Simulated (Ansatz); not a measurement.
CH₃, SMILES [CH3], a composite energy at a relaxed geometry

Program: Ansatz 0.2.0 through its Python package.

`composite_ch3.py`:
```python
"""A composite energy for CH3: DFT geometry, MP2 basis limit, coupled-cluster correction."""

import itertools

import ansatz as az
from ase.data import atomic_numbers, covalent_radii
import numpy as np

BASIS = "def2-SVP"
XC = "b3lyp"
DISPERSION = "d3bj"

GEOMETRY = """
C     0.00082    0.00074   -0.00120
H     0.08968    0.89093    0.58060
H    -0.87281   -0.16582   -0.59106
H     0.78231   -0.72586    0.01166
"""


def main() -> None:
    system = az.Crystal.molecule()
    for line in GEOMETRY.strip().splitlines():
        symbol, *xyz = line.split()
        system = system.atom(symbol, [float(v) for v in xyz])

    calculation = (
        system.calculation()
        .basis(gaussian=BASIS)
        .functional(XC, dispersion=DISPERSION)
        .spin("collinear", total=1)
    )
    symbols = [site.symbol for site in system.cartesian_sites]
    start = np.array([site.position_ang for site in system.cartesian_sites], dtype=float)
    data = calculation.relax(force_tolerance=0.01).run(threads=1, backend="cpu").report
    end = np.array(data["positions_ang"])
    # pairs closer than 1.2 times the sum of covalent radii, before or after
    radius = [covalent_radii[atomic_numbers[s]] for s in symbols]
    span = lambda where, i, j: np.linalg.norm(where[i] - where[j])
    bonded = [(i, j) for i, j in itertools.combinations(range(len(symbols)), 2) if min(span(start, i, j), span(end, i, j)) < 1.2 * (radius[i] + radius[j])]
    print("pair        before    after (A)")
    for i, j in bonded:
        print(f"{symbols[i]}{i}-{symbols[j]}{j}".ljust(10), f"{span(start, i, j):8.4f} {span(end, i, j):8.4f}")

    minimum = az.Crystal.molecule()
    for symbol, place in zip(symbols, end):
        minimum = minimum.atom(symbol, place.tolist())
    at_minimum = minimum.calculation().spin("collinear", total=1)
    # MP2 extrapolated to the basis limit, plus the small-basis difference CCSD(T) - MP2
    level = lambda method, basis: at_minimum.basis(gaussian=basis).correlation(method).run(threads=1, backend="cpu").report
    small, large, cluster = level("mp2", "cc-pVDZ"), level("mp2", "cc-pVTZ"), level("ccsd_t", "cc-pVDZ")
    corr = lambda each: (each["free_energy_ev"] - each["reference_energy_ev"]) / 27.211386246
    mp2_limit = (27 * corr(large) - 8 * corr(small)) / 19
    pieces = {"HF / cc-pVTZ": large["reference_energy_ev"] / 27.211386246, "MP2 correlation, DZ-TZ limit": mp2_limit, "CCSD(T) - MP2 / cc-pVDZ": corr(cluster) - corr(small)}
    for name, value in pieces.items():
        print(f"{name:32s} {value:14.6f} Ha")
    print(f"{'sum':32s} {sum(pieces.values()):14.6f} Ha")
    print("T1 diagnostic", round(cluster["correlation"]["coupled_cluster"]["t1_diagnostic"], 4))


if __name__ == "__main__":
    main()
```

Output of `python composite_ch3.py`:
```text
pair        before    after (A)
C0-H1        1.0672   1.0908
C0-H2        1.0672   1.0908
C0-H3        1.0672   1.0908
HF / cc-pVTZ                         -39.576808 Ha
MP2 correlation, DZ-TZ limit          -0.171536 Ha
CCSD(T) - MP2 / cc-pVDZ               -0.025665 Ha
sum                                  -39.774008 Ha
T1 diagnostic 0.0069
```

Notes:
- Total energies depend on the basis set; only differences at equal settings carry meaning.
- The sum leaves out core correlation, relativity, the Hartree-Fock basis error and zero-point energy; a DZ-TZ extrapolation is rough.
- The species is open-shell (spin multiplicity 2).
- b3lyp holds the VWN-RPA fit, as in Gaussian; the form of ORCA and Turbomole is b3lyp5.
- Inner cores stay frozen, so this is valence correlation.
- An extrapolation from small basis sets is rough.
- Timing: 1.9 s on 1 thread of Intel(R) Xeon(R) 6975P-C (Granite Rapids), with other jobs on the host, peak memory 0.18 GiB.

(A comment or docstring line of the script was reworded after the run, the code is as it ran.)
